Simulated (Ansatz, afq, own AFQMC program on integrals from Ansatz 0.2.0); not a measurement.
# SiNH3, singlet in cc-pVTZ, levels against CCSDT(Q)

```yaml
atoms:
  - { symbol: Si, position_ang: [0.0000, -0.0298, 0.5045] }
  - { symbol: N, position_ang: [0.0000, 0.1142, -1.0818] }
  - { symbol: H, position_ang: [0.0000, -1.2620, 1.3427] }
  - { symbol: H, position_ang: [0.0000, 1.2045, 1.3150] }
  - { symbol: H, position_ang: [0.0000, -0.7003, -1.6823] }
```

Connectivity, by distances: SiH2–NH.

Basis cc-pVTZ. Noble-gas cores (and the filled d shells of Ga–Kr and In–Xe) are frozen. Integrals, coupled cluster, full CI and functionals: Ansatz 0.2.0; the random walks run on the same integrals in our own AFQMC program. The CISD trial takes its coefficients from CCSD amplitudes. Released means that phaseless walkers are propagated on without the constraint, phases kept. Free AFQMC starts from the CCSD state and is never constrained. Its projection time is finite, and what remains of the start isn't in its error. Uncertainties: one standard error, sampling alone.

Determinant: RHF, the one that the program's search chose, which needn't be the lowest solution. The geometry is a PBE0/def2-TZVP stationary point of this or a neighbouring charge and spin state.

No full CI on the walks' own integrals is used here; CCSDT(Q) serves as the reference and is uncertain by about the last step of the cluster series.

```
T1 diagnostic                               : 0.0188
weight of the determinant in the CISD state : 0.862
size of the correlated space                : 12 electrons in 100 orbitals
```

Reference: CCSDT(Q), correlation energy -10.147 eV. The released energy is read at 1.50 1/Eh (meV from the phaseless value at times in 1/Eh: 2 ± 6 at 0.24, -2 ± 5 at 0.50, -9 ± 4 at 1.00, -3 ± 8 at 1.50).

| level | E − E(reference) (kJ/mol) | share of correlation (%) |
| --- | --- | --- |
| HF | 979.1 | 0.00 |
| MP2 | 96.2 | 90.18 |
| CCSD | 47.4 | 95.16 |
| CCSD(T) | 4.8 | 99.51 |
| CCSDT | 3.3 | 99.66 |
| ph-AFQMC/HF | -4.7 ± 2.7 | 100.48 |
| ph-AFQMC/CISD | 0.4 ± 0.8 | 99.95 |
| released AFQMC | 0.1 ± 0.7 | 99.99 |
| free AFQMC | 0.7 ± 1.1 | 99.93 |

Free projections are given only where their last times agree within the noise and don't stop above the reference; a slow remainder of the start can still hide under it. A walk keeps the symmetry of its determinant, which the program's search chose and which needn't be the lowest solution, so a lower state of the same spin and another symmetry isn't excluded. Released energies are given only where the last usable release times agree within the noise; a slower fall can still hide under it.
